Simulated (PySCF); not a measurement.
Molecule: `N#N`, N₂.

Mapped SMILES: `[N:1]#[N:2]`.

Geometry PBE0-D3(BJ)/def2-SVP throughout; GIAO in PySCF, gas phase, one conformer, non-relativistic; equivalent atoms averaged; functional PBE0.

Task: How do the shifts δ (against NH3 at the same level) depend on the basis set? (ppm; last column core-seconds on shared hosts with different chips, so compare them loosely)

Result: 
| basis set | functions | N1/N2 | core-s |
| --- | --- | --- | --- |
| STO-3G | 10 | 262.0 | 0.12 |
| 6-31G | 18 | 329.6 | 0.28 |
| pcSseg-0 | 18 | 381.5 | 0.5 |
| 6-31G* | 28 | 312.1 | 0.33 |
| def2-SVP | 28 | 326.0 | 0.31 |
| cc-pVDZ | 28 | 335.5 | 0.6 |
| pcSseg-1 | 34 | 361.6 | 0.64 |
| aug-cc-pVDZ | 46 | 323.5 | 0.7 |
| 6-311+G(2d,p) | 54 | 342.2 | 0.41 |
| cc-pVTZ | 60 | 350.2 | 0.9 |
| def2-TZVP | 62 | 349.9 | 0.53 |
| IGLO-III | 70 | 352.4 | 0.9 |
| pcSseg-2 | 72 | 355.8 | 0.5 |
| pcSseg-3 | 144 | 355.0 | 2.6 |

Task: What range do the values span?

Result: N1/N2 (nitrogen bonded to N): from 262.0 ppm with STO-3G to 381.5 ppm with pcSseg-0. 

Task: Taking the largest basis, pcSseg-3 (144 functions), as the yardstick, rank the others by their worst heavy-atom deviation.

Result: pcSseg-2 0.7 ppm (72 functions), IGLO-III 2.7 ppm (70 functions), cc-pVTZ 4.8 ppm (60 functions), def2-TZVP 5.1 ppm (62 functions), pcSseg-1 6.5 ppm (34 functions), 6-311+G(2d,p) 12.8 ppm (54 functions), cc-pVDZ 19.5 ppm (28 functions), 6-31G 25.4 ppm (18 functions), pcSseg-0 26.5 ppm (18 functions), def2-SVP 29.0 ppm (28 functions), aug-cc-pVDZ 31.6 ppm (46 functions), 6-31G* 43.0 ppm (28 functions), STO-3G 93.0 ppm (10 functions).

A small basis that lands close on one nucleus may do so by chance; judge by the trend and by all nuclei.
